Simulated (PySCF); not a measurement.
Compound: PF4 (charge +1).
SMILES: `F[P+](F)(F)F`

Computed, not measured: PBE0-D3(BJ)/def2-SVP geometry optimisation, gas phase in PySCF.

Masses are those of the commonest isotopes; rigid-rotor values at the optimised geometry. 

**Question.** What are A, B and C (cm⁻¹)?

**Answer.** Ia = 115.15, Ib = 115.22, Ic = 115.60 u·Å²; 505379 MHz·u·Å²/I gives 4389, 4386 and 4372 MHz, that is A = 0.14640, B = 0.14631, C = 0.14582 cm⁻¹.

**Question.** What kind of rotor is it?

**Answer.** A spherical top, as the point group Td requires three equal moments; the computed ones differ by 0.39 % because the geometry is symmetric only within the optimiser's tolerance.

The point group Td allows no dipole (computed: 0.00 D (about the centre of mass, as the species is charged)), so a rigid rotor has no electric-dipole lines.

No PBE0-D3(BJ)/def2-SVP frequencies stand behind this structure, so it isn't proved a minimum. No vibrational averaging or centrifugal distortion is included, and the geometry carries the error of its method.

***

Compound: imidogen cation, NH (charge +1 and doublet state).
Z-matrix (Å and degrees, PBE0-D3(BJ)/def2-SVP geometry), rows numbered from 1:
```
N 
H   1  1.0837
```

Level of theory: PBE0-D3(BJ)/def2-SVP geometry optimisation, gas phase (PySCF).

Masses are those of the commonest isotopes; rigid-rotor values at the optimised geometry. 

**Question.** What are the moment of inertia and the rotational constant?

**Answer.** I = 1.104 u·Å², B = 505379 MHz·u·Å²/I = 457676 MHz (15.2664 cm⁻¹, or 21.965 K as hB/k). For two atoms I = μr² with μ = 0.9402 u and r = 1.0837 Å.

If the electronic state has orbital angular momentum about the axis (Π, Δ; not determined here), the simple ladder of levels BJ(J+1) doesn't apply.

Whether it is a minimum is left open (no frequencies). ⟨S²⟩ = 0.752 (exact for a doublet: 0.75). These are rigid-rotor constants of the computed structure; measured ground-state constants (B0) also hold zero-point vibration.
